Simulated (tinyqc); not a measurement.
Inside a calculation. Method: Hueckel theory of the pi electrons with the omega technique, for the molecule N=CCl (SMILES; centres numbered as the heavy atoms are written). One step of it, computed by the program tinyqc.

Problem. Omega technique, round 1. h_r = h_r(0) + omega q_r, omega = 1, with q_r = z_r - P_rr; 0.3 of the old diagonal is kept.

Hueckel matrix in units of beta (H = alpha + beta A), lower triangle:
```
           1N        2C       3Cl
1N   0.500000
2C   1.000000  0.000000
3Cl  0.000000  0.400000  2.000000
```

charge and bond-order matrix P, lower triangle:
```
            1N        2C       3Cl
1N    1.277446
2C    0.951196  0.747811
3Cl  -0.135092  0.177840  1.974743
```

Centres:

| centre | z_r, pi electrons of the neutral centre | h |
|---|---|---|
| 1N | 1 | 0.500000 |
| 2C | 1 | 0.000000 |
| 3Cl | 2 | 2.000000 |

Give: matrix after round 1.

Solution.

matrix after round 1, lower triangle:
```
         1N      2C     3Cl
1N   0.3058
2C   1.0000  0.1765
3Cl  0.0000  0.4000  2.0177
```
